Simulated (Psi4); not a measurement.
# NSF3 (thiazyl trifluoride): wB97X/def2-SVPD

Aim: the energy change on altering one bond length of NSF3 (thiazyl trifluoride) at wB97X/def2-SVPD, from 2 runs. 

The calculation is run with Psi4 1.11.

3 further runs of the same task are left out: 3 that didn't finish.

### 1 The structure to begin with

The species is NSF3 (5 atoms), meant as a singlet with charge 0. As SMILES, `N#S(F)(F)F`. Geometry: relaxed at PBE0-D4/def2-TZVP.

Bond lengths: N1–S2 1.409 Å, S2–F3 1.555 Å, S2–F4 1.555 Å, S2–F5 1.555 Å. Angles: N1–S2–F3 122.6°, N1–S2–F4 122.6°, N1–S2–F5 122.6°, F3–S2–F4 93.7°, F3–S2–F5 93.7°, F4–S2–F5 93.7°.

### 2 A single-point energy at wB97X/def2-SVPD

Input file calc.inp:

```
memory 2200 MB

molecule {
  0 1
  N
  S 1 R2
  F 2 R3 1 A3
  F 2 R4 1 A4 3 D4
  F 2 R5 1 A5 4 D5

  R2 = 1.408711
  R3 = 1.554868
  A3 = 122.58122
  R4 = 1.554869
  A4 = 122.58005
  D4 = 119.99966
  R5 = 1.554866
  A5 = 122.582
  D5 = 119.99983
  units angstrom
  symmetry c1
  no_reorient
  no_com
}

set {
  basis def2-SVPD
  puream true
  e_convergence 1e-09
  d_convergence 1e-08
  scf_type pk
  dft_radial_points 99
  dft_spherical_points 590
}

e_tot, wfn = energy("wb97x", return_wfn=True)
print_variables()
```

On the command line:

```sh
$ psi4 calc.inp calc.out -n 1
```

calc.out, cut to the lines that bear on the results:

```text
[...]
  Running in c1 symmetry.
[...]
  Nuclear repulsion =  284.226755891648281
[...]
  Multiplicity = 1
[...]
  Nalpha       = 25
  Nbeta        = 25
[...]
    Number of basis functions: 116
[...]
   @RKS iter   1:  -751.52150586889547    6.65458e-01   7.67443e-03 ADIIS/DIIS
[...]
   @RKS iter  11:  -751.85524514739109   -2.56932e-11   5.85925e-09 DIIS
[...]
    Orbital Energies [Eh]
    ---------------------
    Doubly Occupied:
       1A    -89.172418     2A    -24.857905     3A    -24.857830
       4A    -24.857828     5A    -14.446532     6A     -8.338976
       7A     -6.305910     8A     -6.305910     9A     -6.304145
      10A     -1.501711    11A     -1.404924    12A     -1.404923
      13A     -1.113585    14A     -0.876282    15A     -0.775474
      16A     -0.775474    17A     -0.689822    18A     -0.667765
      19A     -0.667763    20A     -0.617547    21A     -0.617546
      22A     -0.601752    23A     -0.516237    24A     -0.453126
      25A     -0.453125
[...]
  @RKS Final Energy:  -751.85524514739109
   => Energetics <=
    Nuclear Repulsion Energy =            284.2267558916482812
    One-Electron Energy =               -1602.9651926814881335
    Two-Electron Energy =                 614.2457067390857901
    DFT Exchange-Correlation Energy =     -47.3625150966370185
    Empirical Dispersion Energy =           0.0000000000000000
    VV10 Nonlocal Energy =                  0.0000000000000000
    Total Energy =                       -751.8552451473910878
[...]
 Multipole Moments:
 ------------------------------------------------------------------------------------
     Multipole            Electronic (a.u.)      Nuclear  (a.u.)        Total (a.u.)
 ------------------------------------------------------------------------------------
 L = 1.  Multiply by 2.5417464519 to convert [e a0] to [Debye]
 Dipole X            :          0.0000055           -0.0000156           -0.0000100
 Dipole Y            :          0.0000000           -0.0000025           -0.0000024
 Dipole Z            :          2.3923076           -1.6024420            0.7898656
 Magnitude           :                                                    0.7898656
[...]
```

Run time: 46 s. Hardware: 1 thread of Intel Xeon Platinum 8259CL at 2.50GHz (Skylake/Cascade Lake), shared host; peak memory 0.9 GiB.

### 3 The distorted shape at the same level

Input file f3ns.py:

```python
import psi4

psi4.set_memory('2200 MB')
psi4.set_num_threads(1)
psi4.core.set_output_file('f3ns.out', False)

mol = psi4.geometry("""
0 1
N     -1.86154653    -2.87001966     4.67999179
S     -1.29030122    -2.86323555     2.07993651
F      0.73304744    -4.63719705     0.89985923
F     -3.29582976    -3.46237321     0.01781067
F      0.91124483     2.38409738    -0.98672050
units au
symmetry c1
no_reorient
no_com
""")

psi4.set_options({
    'puream': True,
    'e_convergence': 1e-09,
    'd_convergence': 1e-08,
    'scf_type': 'pk',
    'dft_radial_points': 99,
    'dft_spherical_points': 590,
})

e, wfn = psi4.energy("wb97x/def2-SVPD", return_wfn=True)
psi4.oeprop(wfn, "QUADRUPOLE", "DIPOLE", "MULLIKEN_CHARGES")
print('E =', round(e, 9))
for k, v in sorted(psi4.core.scalar_variables().items()):
    print(f'{k:45s} {v:18.10f}')
```

On the command line:

```sh
$ python f3ns.py
```

f3ns.out, cut to the lines that bear on the results:

```text
[...]
  Running in c1 symmetry.
[...]
  Nuclear repulsion =  236.845827002925745
[...]
  Multiplicity = 1
[...]
  Nalpha       = 25
  Nbeta        = 25
[...]
    Number of basis functions: 116
[...]
   @RKS iter   1:  -751.17861588093808    3.16895e-01   8.38339e-03 ADIIS/DIIS
[...]
   @RKS iter  17:  -751.66168855358751   -4.66116e-12   9.10255e-09 DIIS
[...]
  @RKS Final Energy:  -751.66168855358751
   => Energetics <=
    Nuclear Repulsion Energy =            236.8458270029257449
    One-Electron Energy =               -1508.0739198815956570
    Two-Electron Energy =                 566.7500178221936267
    DFT Exchange-Correlation Energy =     -47.1836134971112315
    Empirical Dispersion Energy =           0.0000000000000000
    VV10 Nonlocal Energy =                  0.0000000000000000
    Total Energy =                       -751.6616885535875099
[...]
 Multipole Moments:
 ------------------------------------------------------------------------------------
     Multipole            Electronic (a.u.)      Nuclear  (a.u.)        Total (a.u.)
 ------------------------------------------------------------------------------------
 L = 1.  Multiply by 2.5417464519 to convert [e a0] to [Debye]
 Dipole X            :         47.6701764          -48.5394826           -0.8693063
 Dipole Y            :        115.0025531         -117.3411623           -2.3386093
 Dipole Z            :        -64.5616667           65.4174713            0.8558046
 Magnitude           :                                                    2.6376482
 L = 2.  Multiply by 1.3450342976 to convert [e a0^2] to [Debye ang]
 Quadrupole XX       :       -184.7234954          160.9674997          -23.7559958
 Quadrupole XY       :       -187.3775849          188.1711400            0.7935551
[...]
  Mulliken Charges: (a.u.)
   Center  Symbol    Alpha    Beta     Spin     Total
       1     N     3.58545  3.58545  0.00000 -0.17090
       2     S     7.34270  7.34270  0.00000  1.31459
       3     F     4.66842  4.66842  0.00000 -0.33684
       4     F     4.66842  4.66842  0.00000 -0.33684
       5     F     4.73500  4.73500  0.00000 -0.47001
   Total alpha = 25.00000, Total beta = 25.00000, Total charge =  0.00000
```

The script printed:

```text
E = -751.661688554
CURRENT ENERGY                                   -751.6616885536
CURRENT REFERENCE ENERGY                         -751.6616885536
DD SOLVATION ENERGY                                 0.0000000000
DFT FUNCTIONAL TOTAL ENERGY                      -751.6616885536
DFT TOTAL ENERGY                                 -751.6616885536
DFT VV10 ENERGY                                     0.0000000000
DFT XC ENERGY                                     -47.1836134971
GRID ELECTRONS ALPHA                               24.9999989754
GRID ELECTRONS BETA                                24.9999989754
GRID ELECTRONS TOTAL                               49.9999979508
NUCLEAR REPULSION ENERGY                          236.8458270029
ONE-ELECTRON ENERGY                             -1508.0739198816
PCM POLARIZATION ENERGY                             0.0000000000
PE ENERGY                                           0.0000000000
SCF ITERATION ENERGY                             -751.6616885536
SCF ITERATIONS                                     17.0000000000
SCF TOTAL ENERGY                                 -751.6616885536
TWO-ELECTRON ENERGY                               566.7500178222
XC GRID RADIAL POINTS                              99.0000000000
XC GRID SPHERICAL POINTS                          590.0000000000
XC GRID TOTAL POINTS                           284863.0000000000
```

Wall time 54 s (1 thread of Intel Xeon Platinum 8259CL at 2.50GHz (Skylake/Cascade Lake), shared host); peak memory 0.89 GiB.

### 4 Results

At wB97X/def2-SVPD:

```
                                                         quantity          value
                                        first shape: total energy  -751.85525 Eh
                                       first shape: dipole moment         2.01 D
                                         first shape: HOMO energy      -12.33 eV
                                         first shape: LUMO energy        0.72 eV
                                       first shape: HOMO–LUMO gap       13.05 eV
                                    distorted shape: total energy  -751.66169 Eh
                                   distorted shape: dipole moment         6.70 D
                                     distorted shape: HOMO energy      -10.79 eV
                                     distorted shape: LUMO energy       -5.99 eV
                                   distorted shape: HOMO–LUMO gap        4.80 eV
energy change with the S2–F5 bond stretched from 1.555 to 3.421 Å       5.267 eV
```

**Reading.** With the S2–F5 bond stretched from 1.555 to 3.421 Å the energy rises by 5.27 eV (508 kJ/mol). The first shape isn't relaxed at this level, so the change isn't measured from a minimum. A restricted reference can't describe the breaking bond well at this length. Mulliken charges (distorted shape) run from -0.47 on F5 to +1.31 on S2; in a basis this large or diffuse they mean little.
